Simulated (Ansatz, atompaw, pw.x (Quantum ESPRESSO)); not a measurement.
# What a changed setting does to a pw.x run (bcc Ir)

Potential: PAW, atompaw 4.2.0.5, PBEsol; core [Kr] 4d10 4f14, reference 5s2 5p6 5d7.5 6s1.5 6p0; waves: 5s (bound): rc 1.35 bohr; 6s (bound): rc 1.55 bohr; 5p (bound): rc 1.85 bohr; 6p (bound, empty): rc 2.35 bohr; 5d (bound): rc 1.80 bohr; 5d channel at 2.3 Ry: rc 2.35 bohr; local part: bessel scheme, radius 1.90 bohr; core correction: smooth core density matched at 2.05 bohr; augmentation: besselshape compensation charge, radius 1.95 bohr; PAW radius 2.35 bohr; waves and projectors: custom rrkj gramschmidtortho.

The reference run (k-mesh 15³, cutoffs 75/750 Ry, Fermi–Dirac 0.01 Ry, mixing_beta 0.4, conv_thr 1e-9, no spin) gives 2.21 GPa at 14.576 Å³/atom, where all-electron LAPW gives 0.36 GPa. This run, with its own iteration cap, changes occupations to fixed, a wrong or extreme entry chosen on purpose.

```
&control
  calculation='scf', prefix='x', pseudo_dir='./', outdir='./tmp', tstress=.true., disk_io='none'
/
&system
  ibrav=0, nat=1, ntyp=1, ecutwfc=75, ecutrho=750, nbnd=17,
  occupations='fixed'
/
&electrons
  conv_thr=1e-09, mixing_beta=0.4, electron_maxstep=70
/
ATOMIC_SPECIES
Ir 1.0 Ir.UPF
CELL_PARAMETERS angstrom
  -1.53883760 1.53883760 1.53883760
  1.53883760 -1.53883760 1.53883760
  1.53883760 1.53883760 -1.53883760
ATOMIC_POSITIONS crystal
Ir 0.0000 0.0000 0.0000
K_POINTS automatic
15 15 15 0 0 0
```

```bash
pw.x < Ir.scf.in > Ir.scf.out
```

How does the run end?

It stops with "electrons: charge is wrong: smearing is needed".

```
Message from routine setup:
     the system is metallic, specify occupations
     Message from routine setup:
     using ibrav=0 with symmetry is DISCOURAGED, use correct ibrav instead
     lattice parameter (alat)  =       5.0368  a.u.
     unit-cell volume          =      98.3637 (a.u.)^3
     number of electrons       =        17.00
     number of Kohn-Sham states=           17
     kinetic-energy cutoff     =      75.0000  Ry
     charge density cutoff     =     750.0000  Ry
     scf convergence threshold =      1.0E-09
     Exchange-correlation= SLA PW PSX PSC
     number of k points=   120
     iteration #  1     ecut=    75.00 Ry     beta= 0.40
     Error in routine electrons (1):
     charge is wrong: smearing is needed
```

The run took about 10 s on one core of a shared host (AMD EPYC 7R43 64-Core Processor, 256 threads, 1004 GiB, load 154).
